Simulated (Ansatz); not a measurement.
## Ansatz (development build ahead of 0.2.0) run

```yaml
crystal:
  periodic: [false, false, false]
  atoms:
    - { symbol: Si, position_ang: [0.0, 0.0, 0.0] }
    - { symbol: "N", position_ang: [0.0, 0.0, 1.884] }
basis:
  gaussian: { orbitals: def2-SVP }
magnetization:
  spin_polarized: true
  initial_magnetization: 1
hamiltonian:
  xc: hf
scf:
  omitted_lower_state_checks: [starts, atomic_configurations, cluster_reference, orbital_swaps, given_window_search, neighbouring_geometries, increment]
output:
  forces: true
```

The input is written out in the form of the current development build from the run's settings.

Output:

```json
{"Converged": "yes", "Total energy": "-343.10891 hartree", "Spin squared of the determinant": "2.186", "Stability test": "minimum"}
```

Forces (eV/Å):
```json
{"atom": "Si1", "Fx": "0.000", "Fy": "0.000", "Fz": "2.098"}
{"atom": "N2", "Fx": "0.000", "Fy": "0.000", "Fz": "-2.098"}
```

This is not the lowest solution: another run reaches a determinant 0.49 eV lower. Caution: the unrestricted determinant is a mixture of spin states.
